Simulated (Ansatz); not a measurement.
**Worked example: correlation energy of H$_{2}$Al–C, quartet**

Geometry: that of the H2Al–C, doublet, kept fixed.

```xyz
4

Al    0.0000    0.0000    0.5411
C     0.0000    0.0000   -1.4289
H     0.0000    1.4055    1.2709
H     0.0000   -1.4055    1.2709
```

Basis 6-31G; Ansatz 0.2.0. Only valence electrons are correlated (noble-gas cores frozen), which leaves 9 electrons in 20 orbitals. Prefix R: restricted or restricted open-shell reference; prefix U: unrestricted.

Full CI is exact within this basis and frozen core; it isn't the basis-set limit. The frozen core follows each run's orbitals, which can shift R against U totals by a few meV.

Runs differ by some tens of microhartree through their thresholds and, for an open shell, their frozen cores, so steps under 0.1 kcal/mol mean nothing.

```
    level  total energy (hartree)
      UHF             -280.760576
     UMP2             -280.824063
    UCCSD             -280.847198
 UCCSD(T)             -280.848715
   UCCSDT             -280.849384
UCCSDT(Q)             -280.849480
  UCCSDTQ             -280.849501
  full CI             -280.849460
```

Q: What is the correlation energy at full CI, and what share of it do UMP2 and UCCSD(T) recover?

A: E(corr) = -280.849460 − (-280.760576) = -0.088884 hartree = -2.419 eV. UMP2: -0.063487 / -0.088884 = 71.43 %. UCCSD(T): -0.088139 / -0.088884 = 99.16 %.

Q: By how many kcal/mol does UCCSD(T) miss full CI (1 hartree = 627.509 kcal/mol), and which steps make up the rest?

A: -280.848715 − (-280.849460) = 0.000745 hartree = 0.47 kcal/mol. Steps: UCCSDT − UCCSD(T) = -0.42, UCCSDT(Q) − UCCSDT = -0.06, UCCSDTQ − UCCSDT(Q) = -0.01, full CI − UCCSDTQ = 0.03 kcal/mol. That is within 1 kcal/mol of the reference in this basis, which itself misses far more of the correlation at the basis-set limit.
